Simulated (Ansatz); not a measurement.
# H4OSi2: the cost of one run

Program: Ansatz 0.2.0. Level of theory: RHF/def2-SVP. These are calculated values, not measurements.

## (1) The starting structure

Bond lengths: Si1–O2 1.614 Å, O2–Si3 1.642 Å, Si1–H4 1.514 Å, Si3–H5 1.481 Å, Si3–H6 1.493 Å, Si3–H7 1.542 Å. Angles: Si1–O2–Si3 140.7°, O2–Si1–H4 106.2°, O2–Si3–H5 111.2°, O2–Si3–H6 110.7°, O2–Si3–H7 109.2°, H5–Si3–H6 110.2°, H5–Si3–H7 108.0°, H6–Si3–H7 107.3°.

Coordinates:

```xyz
7

Si   -1.7388   -1.3100   -0.0748
O    -0.1836   -0.9225    0.1152
Si    0.7905    0.3907    0.2611
H    -2.2072   -0.5792   -1.3147
H     0.7703    1.2125   -0.9703
H     0.3898    1.2165    1.4381
H     2.2402   -0.0761    0.4996
```

## (2) End point A

Input file input.yaml:

```yaml
crystal:
  periodic: [false, false, false]
  atoms:
    - { symbol: Si, position_ang: [-1.7388, -1.31, -0.0748] }
    - { symbol: O, position_ang: [-0.1836, -0.9225, 0.1152] }
    - { symbol: Si, position_ang: [0.7905, 0.3907, 0.2611] }
    - { symbol: H, position_ang: [-2.2072, -0.5792, -1.3147] }
    - { symbol: H, position_ang: [0.7703, 1.2125, -0.9703] }
    - { symbol: H, position_ang: [0.3898, 1.2165, 1.4381] }
    - { symbol: H, position_ang: [2.2402, -0.0761, 0.4996] }
basis:
  gaussian: { orbitals: def2-SVP }
hamiltonian:
  xc: hf
relax:
  f_tol: 0.015
  max_steps: 40
```

Command:

```console
ansatz run input.yaml --threads 1 --pin off --max-ram 2048MiB --backend cpu --events-out ev --progress --plain --runs-dir out
```

Q: Estimate wall time and peak memory on 1 thread of Arm Neoverse V1, shared host.

About 11 s, with a peak of 0.12 GiB.
